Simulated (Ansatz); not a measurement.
# AlBHSi: the cost of one run

The runs use Ansatz 0.2.0, Gaussian basis; cc-pVDZ, all electrons in the functionals, frozen cores in the correlation of double hybrids and RPA.

The runs, in order: wB97M-V, B2PLYP, RPA-PBE, at charge 0, doublet; charge 0, quartet; charge 1, singlet; charge 1, triplet; displaced geometry v1; displaced geometry v2.

21 further runs of the same task are left out: 12 that didn't finish, 9 set aside as unsound or not needed. Runs told in other sessions of the task aren't counted.

## Step 1: What is computed

The geometry is a PBE0/def2-TZVP stationary point (not a proven minimum).

4 atoms, charge 0, spin multiplicity 2.

Atoms are counted from 1 here; the program's logs count them from 0.

Bond lengths: B1–Al2 2.108 Å, Al2–Si3 2.306 Å, Al2–H4 1.902 Å, Si3–H4 1.637 Å. Angles: B1–Al2–Si3 151.2°, B1–Al2–H4 106.7°, Si3–Al2–H4 44.5°, Al2–Si3–H4 54.5°, Al2–H4–Si3 81.0°.

No dispersion term is added; wB97M-V holds VV10 nonlocal correlation.

The geometry shown and the zero of energy belong to the point charge 0, doublet. The yardstick, UCCSD(T), and other wave-function levels (R restricted, U unrestricted, valence and pair active spaces) come from earlier runs.

## Step 2: wB97M-V, charge 0, doublet

in.yaml

```yaml
crystal:
  periodic: [false, false, false]
  atoms:
    - {symbol: B, position_ang: [0.000000, 0.389670, 2.642240]}
    - {symbol: Al, position_ang: [0.000000, -0.298081, 0.649091]}
    - {symbol: Si, position_ang: [0.000000, 0.091685, -1.624044]}
    - {symbol: H, position_ang: [0.000000, 1.245050, -0.462962]}
basis:
  gaussian: {orbitals: cc-pVDZ}
magnetization: {spin_polarized: true, initial_magnetization: 1}
hamiltonian: {xc: {name: wB97M-V}}
output: {orbitals: {seedname: orbitals}}
```

The run is started by

```console
$ ansatz run in.yaml --threads 1 --pin off --events-out ev --progress --plain --max-ram 2393MiB
```

**Question.** How long does this run take on 1 thread of Arm Neoverse V2, shared host?

About 69 s.
